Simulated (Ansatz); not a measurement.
Born–Oppenheimer molecular dynamics of C$_{2}$H$_{4}$Al (7 atoms, charge -1, multiplicity 1). It starts at the highest image of a converged band. Of that band: The profile has 2 maxima (images 1, 5) with wells between them (image 2): this band takes more than one step, which may be the mechanism or a detour left from its start path. A vibrational analysis at the climbing image gives one clearly imaginary mode, 217i cm⁻¹: a first-order saddle point.

Computed with RKS r2SCANh-D4/def2-SVP (Ansatz).

```
ensemble                      : NVE (velocity Verlet)
time step                     : 0.5 fs
steps asked                   : 200
starting velocities drawn for : 100 K
seed                          : 5240
```

Frames 5 fs apart, positions in Å.

Velocities at 0.0 fs (Å/ps):

```
C 0.22 -2.95 -2.19
C -0.39 -0.06 2.75
Al 0.45 0.63 -0.23
H -4.11 12.09 10.61
H -8.78 8.83 -19.29
H 4.73 4.35 -0.67
H -2.01 -6.20 8.93
```

```xyz
7
Properties=species:S:1:pos:R:3 time_fs=0.0 energy_less_start_eV=0.000 T=100
C -1.038 -0.678 -1.544
C -0.593 -0.115 -0.417
Al 0.711 0.152 0.981
H -0.813 1.003 -0.284
H -0.910 -1.787 -1.550
H 0.315 1.296 2.068
H 2.327 0.130 0.747
7
Properties=species:S:1:pos:R:3 time_fs=5.0 energy_less_start_eV=0.034 T=47
C -1.036 -0.685 -1.552
C -0.597 -0.115 -0.407
Al 0.713 0.155 0.980
H -0.826 1.018 -0.243
H -0.942 -1.788 -1.637
H 0.338 1.315 2.063
H 2.324 0.098 0.788
7
Properties=species:S:1:pos:R:3 time_fs=10.0 energy_less_start_eV=0.036 T=45
C -1.033 -0.678 -1.550
C -0.606 -0.122 -0.408
Al 0.715 0.158 0.980
H -0.838 0.960 -0.250
H -0.939 -1.797 -1.661
H 0.354 1.331 2.049
H 2.341 0.065 0.814
7
Properties=species:S:1:pos:R:3 time_fs=15.0 energy_less_start_eV=0.033 T=50
C -1.032 -0.667 -1.549
C -0.612 -0.141 -0.411
Al 0.717 0.159 0.982
H -0.885 0.987 -0.276
H -0.904 -1.754 -1.618
H 0.359 1.353 2.022
H 2.350 0.036 0.821
7
Properties=species:S:1:pos:R:3 time_fs=20.0 energy_less_start_eV=0.030 T=54
C -1.036 -0.659 -1.560
C -0.613 -0.143 -0.402
Al 0.718 0.159 0.982
H -0.897 0.951 -0.285
H -0.851 -1.788 -1.573
H 0.354 1.379 1.994
H 2.333 0.015 0.812
7
Properties=species:S:1:pos:R:3 time_fs=25.0 energy_less_start_eV=0.035 T=46
C -1.036 -0.668 -1.573
C -0.611 -0.134 -0.387
Al 0.718 0.157 0.981
H -0.905 0.951 -0.242
H -0.825 -1.750 -1.557
H 0.351 1.400 1.968
H 2.321 -0.006 0.797
7
Properties=species:S:1:pos:R:3 time_fs=30.0 energy_less_start_eV=0.030 T=54
C -1.028 -0.670 -1.567
C -0.616 -0.126 -0.388
Al 0.716 0.156 0.978
H -0.929 0.978 -0.179
H -0.805 -1.786 -1.577
H 0.359 1.408 1.952
H 2.332 -0.032 0.790
7
Properties=species:S:1:pos:R:3 time_fs=35.0 energy_less_start_eV=0.020 T=69
C -1.013 -0.673 -1.545
C -0.627 -0.113 -0.398
Al 0.713 0.153 0.973
H -0.952 0.923 -0.170
H -0.797 -1.760 -1.606
H 0.378 1.407 1.950
H 2.337 -0.053 0.792
7
Properties=species:S:1:pos:R:3 time_fs=40.0 energy_less_start_eV=0.016 T=76
C -1.001 -0.676 -1.530
C -0.634 -0.103 -0.398
Al 0.713 0.149 0.968
H -1.031 0.966 -0.200
H -0.765 -1.760 -1.628
H 0.402 1.411 1.953
H 2.323 -0.059 0.796
7
Properties=species:S:1:pos:R:3 time_fs=45.0 energy_less_start_eV=-0.004 T=106
C -0.996 -0.684 -1.535
C -0.641 -0.081 -0.381
Al 0.712 0.143 0.964
H -1.080 0.945 -0.255
H -0.705 -1.770 -1.620
H 0.431 1.415 1.955
H 2.317 -0.064 0.793
7
Properties=species:S:1:pos:R:3 time_fs=50.0 energy_less_start_eV=-0.005 T=108
C -0.990 -0.695 -1.543
C -0.654 -0.062 -0.370
Al 0.713 0.140 0.962
H -1.131 0.948 -0.264
H -0.629 -1.745 -1.566
H 0.467 1.411 1.958
H 2.326 -0.091 0.788
7
Properties=species:S:1:pos:R:3 time_fs=55.0 energy_less_start_eV=-0.030 T=146
C -0.978 -0.697 -1.540
C -0.677 -0.053 -0.379
Al 0.715 0.139 0.959
H -1.181 0.964 -0.212
H -0.534 -1.750 -1.496
H 0.510 1.402 1.972
H 2.322 -0.152 0.788
```

Of the whole run (100 fs, mean temperature of the second half 320 K): The conserved energy stayed within 0.052 meV per atom of its start (net change 0.037 meV per atom), so the integration is sound. The system heated up, since it started high on the potential surface and ran downhill. A run of 0.1 ps of so small a system gives no equilibrium averages. The orbitals stay closed-shell, which can raise the energy where a bond breaks towards radicals; this wasn't checked here. Limits of this set-up: an anion without diffuse functions, the dipole of an ion depends on the origin.

Time of the run: 8.6 min on 1 CPU thread of a shared host.
